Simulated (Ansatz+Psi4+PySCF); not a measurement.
# doublet C2H2(+): levels of theory in one basis

```xyz
4

H    -0.5429    1.3595   -0.7281
C    -0.0099    0.6895   -0.0780
C     0.6099   -0.0895    0.6780
H     1.1429   -0.7595    1.3281
```

Basis set: cc-pVTZ (spherical functions). Correlated methods keep 2 orbitals frozen. Correlation on ROHF uses semicanonical orbitals with singles. Charge 1, multiplicity 2.

Computed with Ansatz (development build ahead of 0.2.0) and PySCF 2.14.0; each method stands on the lowest determinant of its kind that the runs found.

```csv
method,E − E(ROHF) (eV),<S²> of the determinant
ROHF,0.00,0.75
UHF,-0.07,0.75
ROHF-MP2,-6.84,–
UHF-MP2,-6.83,0.75
ROHF-CCSD,-7.47,–
UHF-CCSD,-7.47,0.75
```

Question: What does ROHF-CCSD(T) give on the same scale?

Answer: -7.78 eV.

Caution for ROHF-MP2, UHF-MP2: MP2 on this radical cation hangs on the determinant chosen.
